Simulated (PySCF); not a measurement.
Compound: ethylene sulfite, C₂H₄O₃S.
SMILES with atom numbers: `[O:1]=[S:2]1[O:3][CH2:4][CH2:5][O:6]1` (hydrogens: H7, H8 on C4; H9, H10 on C5)

Structure optimised with GFN2-xTB, isolated species.

Give the optimised bond lengths and angles.

```csv
bond,length (Å)
O1=S2,1.426
"S2–O3, S2–O6",1.684
"O3–C4, C5–O6",1.399
C4–C5,1.536
"C4–H7, C5–H10",1.095
"C4–H8, C5–H9",1.094
```

Bonds in one row agree within 0.01 Å and their mean is given. A selection of angles:
```csv
angle,degrees
O1–S2–O3,107.4
O1–S2–O6,110.9
O3–S2–O6,91.8
S2–O3–C4,111.8
O3–C4–C5,105.2
O3–C4–H7,110.3
O3–C4–H8,108.8
C5–C4–H7,110.5
C5–C4–H8,112.5
H7–C4–H8,109.4
C4–C5–H9,110.7
S2–O6–C5,113.4
```

Dihedral angles: O1–S2–O3–C4 131° (anticlinal); S2–O3–C4–C5 -34° (synclinal); O3–C4–C5–O6 36° (synclinal); C4–C5–O6–S2 -24° (synperiplanar); O1–S2–O6–C5 -105° (anticlinal). The mirror-image conformer, all signs reversed, is as good.

The 3 O–S bonds span 1.426 Å (O1=S2, drawn double) to 1.688 Å (S2–O6, drawn single), a spread of 0.262 Å. The 5-membered ring S2–O3–C4–C5–O6 has internal angles of 91.8° to 113.4° (sum 528°, against 540° for a flat polygon); it is puckered, 0.15 Å rms from its mean plane, widest ring torsion 36°. S2 (sulfinyl sulfur) is pyramidal (angles 110.9°, 107.4° and 91.8°, sum 310.0°, 0.66 Å off the plane of its three neighbours).

Point group: C1 (no symmetry element, even within 0.4 Å). Stationary, but not proved a minimum. The numbers are those of one conformer.

The numbers are calculated, not measured.
